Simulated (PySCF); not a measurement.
methanethiol cation (CH4S), SMILES CS (connectivity only; charge and spin as stated), charge +1, multiplicity 2.

Coordinates come from a PBE0-D3(BJ)/def2-TZVP optimisation. The spin state was assumed, not searched.

Two levels are set side by side: PBE/def2-TZVPD (PySCF) and CAM-B3LYP/def2-TZVPD (PySCF). Same geometry, gas phase. Differences are taken from unrounded values.

```json
[
 {"quantity": "α-spin orbital gap (eV)", "CAM-B3LYP": "11.98"},
 {"quantity": "β-spin orbital gap (eV)", "CAM-B3LYP": "7.74"},
 {"quantity": "mean polarisability (bohr³)", "CAM-B3LYP": "28.0"}
]
```

### Question
What does PBE give, and how far is it from CAM-B3LYP? (An estimate is asked for; the answer gives what the named calculation found.)

### Answer

```csv
quantity,PBE,PBE minus CAM-B3LYP
α-spin orbital gap (eV),7.05,-4.93
β-spin orbital gap (eV),2.71,-5.03
mean polarisability (bohr³),28.8,0.8
```

Rough cost on one machine, each run with all the roots and properties that it gave: CAM-B3LYP against PBE within a factor of 2.
